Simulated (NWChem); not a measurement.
Molecule: propene (C3H6); SMILES C=CC

Program: NWChem. The geometry was optimised at PBE-D3(BJ)/def2-SVP. Level: PBE0/Sadlej pVTZ; the question gives the wavelength of the field.

**Question.** Estimate the computed values for field static. Quantities: isotropic polarisability (bohr³); anisotropy (bohr³).

**Answer.** 
```json
{
 "isotropic polarisability (bohr³)": "41.7",
 "anisotropy (bohr³)": "18.5"
}
```
